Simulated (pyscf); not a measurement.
One four-centre exchange on the singlet surface with elements of a group swapped. ωB97M-D3(BJ)/def2-TZVP, eV, from the separated reactants. Structures and frequencies: ωB97X-D3(BJ)/def2-SVP in PySCF.

```
step                                         barrier  reaction energy  imaginary mode (i cm⁻¹)
-------------------------------------------  -------  ---------------  -----------------------
HO–P(OH)–OH + PH₃ → HO–P(OH)–O–PH₂ + H₂         3.02            +0.31                     1627
HO–As(OH)–OH + AsH₃ → HO–As(OH)–O–AsH₂ + H₂      ___              ___                     1286
```

**Question.** What belongs in the gaps?

**Answer.** 
- HO–As(OH)–OH + AsH₃ → HO–As(OH)–O–AsH₂ + H₂, barrier: 2.68
- HO–As(OH)–OH + AsH₃ → HO–As(OH)–O–AsH₂ + H₂, reaction energy: +0.47

Row 1: On the reactant side the descent ends in a complex (not fully relaxed), 0.21 eV under the separated species and 3.23 eV under the saddle at ωB97X-D3(BJ)/def2-TZVP. Row 2: On the reactant side the descent ends in a complex (not fully relaxed), 0.18 eV under the separated species and 2.82 eV under the saddle at ωB97X-D3(BJ)/def2-TZVP. Each row is the saddle that its search found. Elements up to Kr have no core potential and no relativistic terms here.
